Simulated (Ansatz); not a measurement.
System (SMILES): C#N (CH-N).
Geometry (B3LYP-D3(BJ)/def2-TZVP, fixed):
```xyz
3

C      0.0000     0.0000    -0.4969
N      0.0000     0.0000     0.6493
H      0.0000     0.0000    -1.5636
```
Charge 0, spin multiplicity 1.

Basis-set convergence of the dipole moment at PBE with Ansatz (an electronic-structure program). Dipoles come from the density behind the forces; the sign is taken along the dipole that this method gives in the largest set. Cartesian d functions, on some or all atoms, in 6-31G*, 6-31+G*; all else is spherical. The program fits the integrals of some runs and decomposes those of others, by size. No added dispersion term, no relativity. Reference: the value in aug-pcseg-3, 2.950 D. Deviations are taken from unrounded values.

| basis | functions | dipole moment (D) |
|---|---|---|
| 6-31G* | 32 | 2.802 |
| 6-31+G* | 40 | 2.985 |
| cc-pVDZ | 33 | 2.687 |
| aug-cc-pVDZ | 55 | 2.942 |
| def2-SVP | 33 | 2.738 |
| def2-SVPD | 48 | 2.936 |
| pcseg-1 | 33 | 2.887 |
| aug-pcseg-1 | 55 | 2.938 |
| 6-311G** | 42 | 2.843 |
| 6-311+G** | 50 | 2.966 |
| def2-TZVP | 68 | 2.929 |
| def2-TZVPD | 83 | 2.947 |
| cc-pVTZ | 74 | 2.880 |
| aug-cc-pVTZ | 115 | 2.950 |
| pcseg-2 | 74 | 2.950 |
| aug-pcseg-2 | 115 | 2.953 |
| def2-TZVPP | 76 | 2.921 |
| def2-TZVPPD | 91 | 2.946 |
| cc-pVQZ | 140 | 2.923 |
| aug-cc-pVQZ | 206 | 2.950 |
| def2-QZVPP | 144 | 2.941 |
| def2-QZVPPD | 159 | 2.949 |
| pcseg-3 | 153 | 2.951 |
| aug-pcseg-3 | 219 | 2.950 |

What the diffuse functions change, pair by pair:
- 6-31G* to 6-31+G*: 8 more functions, deviation -0.148 to 0.036 D
- cc-pVDZ to aug-cc-pVDZ: 22 more functions, deviation -0.263 to -0.008 D
- def2-SVP to def2-SVPD: 15 more functions, deviation -0.212 to -0.014 D
- pcseg-1 to aug-pcseg-1: 22 more functions, deviation -0.063 to -0.012 D
- 6-311G** to 6-311+G**: 8 more functions, deviation -0.107 to 0.017 D
- def2-TZVP to def2-TZVPD: 15 more functions, deviation -0.021 to -0.003 D
- cc-pVTZ to aug-cc-pVTZ: 41 more functions, deviation -0.070 to 0.001 D
- pcseg-2 to aug-pcseg-2: 41 more functions, deviation 0.001 to 0.003 D
- def2-TZVPP to def2-TZVPPD: 15 more functions, deviation -0.029 to -0.004 D
- cc-pVQZ to aug-cc-pVQZ: 66 more functions, deviation -0.027 to 0.000 D
- def2-QZVPP to def2-QZVPPD: 15 more functions, deviation -0.008 to 0.000 D
- pcseg-3 to aug-pcseg-3: 66 more functions, deviation 0.001 to 0.000 D

Leaving out the reference's own pair, they bring the value nearer the reference by more than 0.001 D in 10 of 11 pairs.
